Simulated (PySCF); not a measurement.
# NH4: one geometry, several methods and rigid scans

How much do the numbers for NH4 (doublet) hang on the method? All levels run at one geometry, the PBE0 minimum. Rigid scans about the minimum follow.

Method: several methods, basis N def2-TZVP, H def2-TZVP, no relativity, density fitting; program: PySCF 2.14.0.

## 1. The system as given

5 atoms, charge 0, spin multiplicity 2.

Bond lengths: N1–H2 1.053 Å, N1–H3 1.053 Å, N1–H4 1.053 Å, N1–H5 1.053 Å. Angles: H2–N1–H3 109.5°, H2–N1–H4 109.5°, H2–N1–H5 109.5°, H3–N1–H4 109.5°, H3–N1–H5 109.5°, H4–N1–H5 109.5°.

Coordinates in bohr (charge 0 multiplicity 2):
```
N     0.0000    0.0000    0.0000
H     0.0000    1.6250   -1.1490
H     0.0000   -1.6250   -1.1490
H     1.6250    0.0000    1.1491
H    -1.6250    0.0000    1.1490
```

## 2. PBE0

The steps are one call of a driver around PySCF; scf.py gives each level's set-up. Each SCF starts from the density of the minimum. The driver also runs the species with one electron less or more at the same geometry (one less: multiplicity 1); their logs are not shown.

Input file scf.py:

```python
from pyscf import gto, scf, dft
mol = gto.M(atom='''
N     -0.000000     0.000000     0.000000
H      0.000015     0.859908    -0.608047
H     -0.000000    -0.859908    -0.608047
H      0.859900    -0.000008     0.608057
H     -0.859915     0.000008     0.608036''',
    basis={'N': 'def2-TZVP', 'H': 'def2-TZVP'},
    charge=0, spin=1)
mf = dft.UKS(mol, xc='PBE0')
mf.grids.atom_grid = (75, 302)
aux = {'N': 'def2-universal-JKFIT', 'H': 'def2-universal-JKFIT'}
mf = mf.density_fit(auxbasis=aux)
mf.conv_tol = 1e-08
mf.diis_space = 10
mf.max_cycle = 60
mf.verbose = 4
mf.kernel()
```

Started as:

```bash
$ OMP_NUM_THREADS=2 python axn.py task.json out
```

## 3. HF

scf.py, as its differences from that of step 2:

```diff
@@ -10,2 +10 @@
-mf = dft.UKS(mol, xc='PBE0')
-mf.grids.atom_grid = (75, 302)
+mf = scf.UHF(mol)
```

## 4. PBE

scf.py, as its differences from that of step 3:

```diff
@@ -10 +10,2 @@
-mf = scf.UHF(mol)
+mf = dft.UKS(mol, xc='PBE')
+mf.grids.atom_grid = (75, 302)
```

## 5. r2SCAN

scf.py, as its differences from that of step 4:

```diff
@@ -10,2 +10,2 @@
-mf = dft.UKS(mol, xc='PBE')
-mf.grids.atom_grid = (75, 302)
+mf = dft.UKS(mol, xc='R2SCAN')
+mf.grids.atom_grid = (90, 434)
```

## 6. B3LYP

scf.py, as its differences from that of step 5:

```diff
@@ -10,2 +10,2 @@
-mf = dft.UKS(mol, xc='R2SCAN')
-mf.grids.atom_grid = (90, 434)
+mf = dft.UKS(mol, xc='B3LYP')
+mf.grids.atom_grid = (75, 302)
```

## 7. TPSSh

scf.py, as its differences from that of step 6:

```diff
@@ -10,2 +10,2 @@
-mf = dft.UKS(mol, xc='B3LYP')
-mf.grids.atom_grid = (75, 302)
+mf = dft.UKS(mol, xc='TPSSH')
+mf.grids.atom_grid = (90, 434)
```

## 8. revPBE

scf.py, as its differences from that of step 7:

```diff
@@ -10,2 +10,2 @@
-mf = dft.UKS(mol, xc='TPSSH')
-mf.grids.atom_grid = (90, 434)
+mf = dft.UKS(mol, xc='PBE_R,PBE')
+mf.grids.atom_grid = (75, 302)
```

## 9. LC-wPBE

scf.py, as its differences from that of step 8:

```diff
@@ -10 +10 @@
-mf = dft.UKS(mol, xc='PBE_R,PBE')
+mf = dft.UKS(mol, xc='LC_WPBE')
```

## 11. Breathing scan

A rigid scan with PBE0: all bonds to the central atom are scaled together. Each point starts from its neighbour's orbitals, and energies count from the minimum.

## 12. Stretching one bond

A rigid scan with PBE0: the bond from N to the last atom (H) is scaled and the rest held.

## 13. From tetrahedral to square planar

A rigid scan with PBE0: D2d path, angle between each bond and the S4 axis (54.74 tetrahedral, 90 square planar), bonds fixed.

(Steps that only read results are left out.)

**Question.** What will these runs give? Wanted: atomisation energy, range; vertical ionisation energy, range; orbital gap, range; all bonds 4 % longer; one bond 20 % longer; square planar shape, bonds held.

As calculated:

| quantity | value |
| --- | --- |
| atomisation energy, range | 737 (HF) to 1244 (PBE) kJ/mol |
| vertical ionisation energy, range | 3.41 (HF) to 4.38 (B3LYP) eV |
| orbital gap, range | 0.77 (revPBE) to 6.34 (HF) eV |
| all bonds 4 % longer | 9.6 kJ/mol |
| one bond 20 % longer | 19.0 kJ/mol |
| square planar shape, bonds held | 423.4 kJ/mol |

What this shows: The atomisation energy spreads over 507 kJ/mol, from HF to PBE; without a CCSD(T) value for it there is no yardstick here. Shortening all bonds by 4 % costs 11.7 kJ/mol and lengthening them 9.6: the wall is steeper on the short side. Held rigid otherwise, the square planar shape costs 423 kJ/mol.
